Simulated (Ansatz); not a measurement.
Input file:

```yaml
crystal:
  periodic: [false, false, false]
  atoms:
    - {symbol: Si, position_ang: [0.000000, 0.000000, 0.589045]}
    - {symbol: B, position_ang: [0.000000, 0.000000, -2.693955]}
    - {symbol: H, position_ang: [0.000000, 0.000000, 2.104910]}
basis:
  gaussian: {orbitals: 6-31G}
correlation: {method: fic_mrcisd_q, electrons: outside_noble_gas, active_space: {window: {electrons: 2, orbitals: 2}}}
```

```sh
$ ansatz run in.yaml --threads 1 --pin off --events-out ev --progress --plain --max-ram 2393MiB
```

The program prints:

```
298 factors; integrals over basis functions are off by at most 2.0e-4 eV
mean field evaluation 1: about -8537.5832 eV, gradient 1.2e1 eV
mean field evaluation 2: about -8537.5841 eV, gradient 1.2e1 eV
mean field evaluation 4: about -8539.5754 eV, gradient 1.9e0 eV
mean field evaluation 8: about -8539.6375 eV, gradient 8.1e-2 eV
mean field evaluation 16: about -8526.1478 eV, gradient 2.2e1 eV
mean field evaluation 32: about -8538.8657 eV, gradient 7.7e0 eV
mean field evaluation 64: about -8530.3890 eV, gradient 2.8e0 eV
mean field evaluation 96: about -8529.7945 eV, gradient 5.4e0 eV
mean field -8539.63723211 eV, -313.8258799062 hartree, gradient 3.1e-6 eV, S^2 0.000000; 9 other end points of the search recorded, 0 dependent functions left out; unrestricted orbitals would lower it
reference -8539.63723211 eV, -313.8258799062 hartree; 10, 10 occupied and 14, 14 virtual orbitals, 298 factors
state -8541.94790394 eV, -313.9107955297 hartree
contracted CI cycle   1: correlation 0.00000000 eV, 0.0000000000 hartree, residual 8.26e0 eV
contracted CI cycle   2: correlation -2.20112940 eV, -0.0808900136 hartree, residual 1.71e0 eV
...
contracted CI cycle  10: correlation -3.67512691 eV, -0.1350584230 hartree, residual 8.89e-3 eV
contracted CI cycle  11: correlation -3.67513086 eV, -0.1350585679 hartree, residual 6.37e-3 eV
contracted CI cycle  12: correlation -3.67513374 eV, -0.1350586739 hartree, residual 6.80e-3 eV
contracted CI cycle  13: correlation -3.67513591 eV, -0.1350587534 hartree, residual 4.87e-3 eV
contracted CI cycle  14: correlation -3.67513689 eV, -0.1350587897 hartree, residual 2.20e-3 eV
contracted CI cycle  15: correlation -3.67513706 eV, -0.1350587960 hartree, residual 1.05e-3 eV
contracted CI cycle  16: correlation -3.67513711 eV, -0.1350587976 hartree, residual 5.96e-4 eV
contracted CI cycle  17: correlation -3.67513712 eV, -0.1350587981 hartree, residual 3.61e-4 eV
contracted CI cycle  18: correlation -3.67513713 eV, -0.1350587984 hartree, residual 2.14e-4 eV
contracted CI cycle  19: correlation -3.67513713 eV, -0.1350587984 hartree, residual 1.07e-4 eV
state -8539.94482742 eV, -313.8371838250 hartree; corrected -8544.92281832 eV, -314.0201216165 hartree
state -8539.94482742 eV, -313.8371838250 hartree; corrected -8544.92281832 eV, -314.0201216165 hartree
the orbitals are reached from a further start. From the first start the search ends at -8541.94790388 eV, -313.9107955275 hartree
WARN: the results are in doubt because another end's mean lies 2.003 eV lower, and its corrected mean 0.433 eV higher
Total energy: -8544.92281832 eV, -314.0201216165 hartree
In doubt: another end's mean lies 2.003 eV lower, and its corrected mean 0.433 eV higher
```

Natural occupations: 1.9636 0.0364.

Ran on 1 thread of Arm Neoverse V1, shared host: 1 s wall, 0.14 GiB peak host memory.
